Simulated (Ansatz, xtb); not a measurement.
## AlClH3Si: where a starting geometry ends

The starting geometry of this gas-phase doublet was built from a drawn formula by distance geometry and a force field; its bonds are those of `[AlH][SiH2]Cl`.

```json
{"atom": "Al", "x (Å)": "0.3556", "y (Å)": "-0.8958", "z (Å)": "-1.2771"}
{"atom": "Cl", "x (Å)": "-1.8257", "y (Å)": "-2.1430", "z (Å)": "1.3587"}
{"atom": "Si", "x (Å)": "-0.7818", "y (Å)": "-0.4409", "z (Å)": "0.7262"}
{"atom": "H", "x (Å)": "0.2425", "y (Å)": "-2.3245", "z (Å)": "-1.9567"}
{"atom": "H", "x (Å)": "-1.7250", "y (Å)": "0.7007", "z (Å)": "0.5084"}
{"atom": "H", "x (Å)": "0.1957", "y (Å)": "-0.0694", "z (Å)": "1.7499"}
```

Question: Where would you expect an optimisation with r2SCAN-D4/def2-SVP to take it?

Answer: It keeps its bonds, and is `[AlH][SiH2]Cl`.

The energy falls by 0.10 eV over 5 steps:

```csv
step,E − E(last) (eV)
1,0.105
2,0.012
3,0.001
4,0.000
5,0.000
```

Final geometry (Å):

```xyz
6

Al    0.4109   -0.9173   -1.3807
Cl   -1.8753   -2.0950    1.4393
Si   -0.7867   -0.4461    0.7341
H     0.2942   -2.3626   -2.0656
H    -1.7487    0.6896    0.5667
H     0.1669   -0.0413    1.8157
```

From the same start GFN2-xTB ends elsewhere, at `[SiH2][AlH][Cl]`.

No frequencies were run, so the end isn't proven a minimum. Open shells are spin-unrestricted. Run with Ansatz 0.2.0, 44 s on 1 thread of AMD EPYC 7R43 64-Core Processor (Zen 3) (shared host).
